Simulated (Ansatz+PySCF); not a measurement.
The numbers below are computed, except where a source is named.
Input for PySCF 2.14.0:

```python
from pyscf import gto, scf, cc

mol = gto.M(atom="""
Si 0.000000 0.000000 0.000000
Cl 0.877510 1.170020 2.533160
""", basis='sto-3g', charge=-1, spin=0)
mf = scf.RHF(mol)
mf.kernel()
mycc = cc.CCSD(mf, frozen=10).run()
et = mycc.ccsd_t()
print(mf.e_tot, mycc.e_corr, et, mycc.e_tot + et)
```

The script is written out from the run's settings.

Results

```
Converged                       : yes
Reference energy                : -739.89909 hartree
CCSD correlation energy         : -0.03866 hartree
Triples correction              : -0.00010 hartree
Total energy                    : -739.93785 hartree
Spin squared of the determinant : 0.000
```

Caution: large amplitudes, a single reference is doubtful; no diffuse functions for an anion; an unrestricted determinant lies well below.
